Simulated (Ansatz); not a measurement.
**Si2H3O+: single points off equilibrium**

An exercise on one series of results from a longer session: the logs are not shown, and one member is left open.

The runs use Ansatz 0.2.0, Gaussian basis; single points in def2-TZVPP.

Cores are frozen in the correlated methods.

### The starting structure

SMILES `O[Si+]=[SiH2]`, 6 atoms, charge 1, spin multiplicity 1.

Atoms are counted from 1 here; the program's logs count them from 0.

Bond lengths: O1–Si2 1.829 Å, O1–H4 0.956 Å, Si2–Si3 2.330 Å, Si3–H5 1.637 Å, Si3–H6 1.719 Å. Angles: Si2–O1–H4 130.0°, O1–Si2–Si3 92.4°, Si2–Si3–H5 167.5°, Si2–Si3–H6 97.9°, H5–Si3–H6 94.2°.

Coordinates:

```xyz
6

O    -1.1793   -1.3690   -0.6096
Si   -0.3205   -1.0683    0.9773
Si    0.9480    0.6655    0.0751
H    -2.0357   -1.7589   -0.7807
H     1.7955    1.7056   -0.8633
H     0.8351    1.7546    1.3999
```

The first run:

run/in.yaml

```yaml
crystal:
  periodic: [false, false, false]
  atoms:
    - {symbol: O, position_ang: [-1.179300, -1.369000, -0.609600]}
    - {symbol: Si, position_ang: [-0.320500, -1.068300, 0.977300]}
    - {symbol: Si, position_ang: [0.948000, 0.665500, 0.075100]}
    - {symbol: H, position_ang: [-2.035700, -1.758900, -0.780700]}
    - {symbol: H, position_ang: [1.795500, 1.705600, -0.863300]}
    - {symbol: H, position_ang: [0.835100, 1.754600, 1.399900]}
basis:
  gaussian: {orbitals: def2-TZVPP}
total_charge: 1
correlation: {method: ccsd_t}
output: {forces: true}
```

No record of the launch command was kept for these runs.

Among the steps run: CCSD(T)/def2-TZVPP; PBE0-D4/def2-TZVPP; wB97M-V/def2-TZVPP; r2SCAN-D4/def2-TZVPP; PBE-D4/def2-TZVPP; revPBE-D4/def2-TZVPP; SPW92/def2-TZVPP.

One table of the session follows, with a row left open; its other results are not shown here.

```
   method  RMS force component (eV/Å)  angle to CCSD(T) forces (°)
  CCSD(T)                       2.057                    reference
  PBE0-D4                       1.997                          2.1
  wB97M-V                           ?                            ?
r2SCAN-D4                       1.930                          1.9
   PBE-D4                       1.805                          6.1
revPBE-D4                       1.785                          6.2
    SPW92                       1.871                          9.9
```

Estimate the missing values for wB97M-V.

**Answer.** RMS force component (eV/Å): 2.106; angle to CCSD(T) forces (°): 1.7. In the column «RMS force component (eV/Å)» it is the highest.
